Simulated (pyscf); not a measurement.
Thermochemistry of product channels of Cl–InH–Cl on the singlet surface, in kcal/mol, from CCSD(T)/def2-TZVPP + ΔMP2(QZVPP) energies (ideal gas, 1 atm, RRHO with modes under 100 cm⁻¹ raised to 100, one conformer, R ln 2 for rigid chiral ones). Optimised with ωB97X-D3(BJ)/def2-SVP in PySCF. Correlated levels are frozen-core, on RHF or UHF. ΔMP2 is the change of the MP2 total energy from the triple- to the quadruple-zeta basis.

```csv
products,ΔE,ΔH(298 K),ΔG(600 K),ΔG(1200 K)
chlorine (Cl–Cl) + InH [singlet],(withheld),+97.3,+80.4,(withheld)
hydrogen chloride (HCl) + Cl–In [singlet],+6.8,+7.1,-10.3,-27.0
```

### Question
What belongs in the gaps?

### Answer

- chlorine (Cl–Cl) + InH [singlet], ΔE: +99.0
- chlorine (Cl–Cl) + InH [singlet], ΔG(1200 K): +64.0

These are energies of the channels, which say nothing of barriers. The CCSD(T) − MP2 part came from Ansatz, without density fitting, on the same reference. The frozen core leaves the outer d or s,p core shells of the metals and heavy elements correlated in the MP2 and CC values, and def2-TZVPP describes them poorly, which can shift differences by a few kcal/mol. Elements past Kr carry the def2 core potentials, without spin-orbit coupling.
